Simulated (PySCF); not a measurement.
A species of formula C2H2F4 has this rotational fingerprint, computed with PBE0-D3(BJ)/def2-TZVP geometry optimisation, gas phase (PySCF 2.14.0):

- Rotational constants: A = 5373, B = 2805, C = 2763 MHz
- Dipole components: |μa| = 0.40 D, |μb| = 1.93 D, |μc| = 0.00 D
- Inertial defect: -91.34 u·Å²
- κ: -0.97

**Question.** Which structure is it? (One computed conformer of each.)
A. `C(F)(F)(F)CF` (1,1,1,2-tetrafluoroethane)
B. `[F:1][CH:2]([F:3])[CH:4]([F:5])[F:6]` with F1–C2–C4–F5 180°

**Answer.** A. It is FCC(F)(F)F, a near-prolate asymmetric top, point group Cs. The candidates at the same level (rigid rotor, commonest isotopes):

| SMILES | A (MHz) | B (MHz) | C (MHz) | μa (D) | μb (D) | μc (D) | Δ (u·Å²) | point group | rotor |
| --- | --- | --- | --- | --- | --- | --- | --- | --- | --- |
| FCC(F)(F)F | 5373 | 2805 | 2763 | 0.40 | 1.93 | 0.00 | -91.34 | Cs | near-prolate asymmetric top |
| FC(F)C(F)F | 5163 | 3155 | 2073 | 0.00 | 0.00 | 0.00 | -14.24 | C2h | asymmetric top |

`FC(F)C(F)F` has C 25 % too low. In the right answer the mirror of this Cs structure is the ab plane, so μc vanishes by symmetry (the 0.01 D computed is a residue). No structure here is proved a minimum.
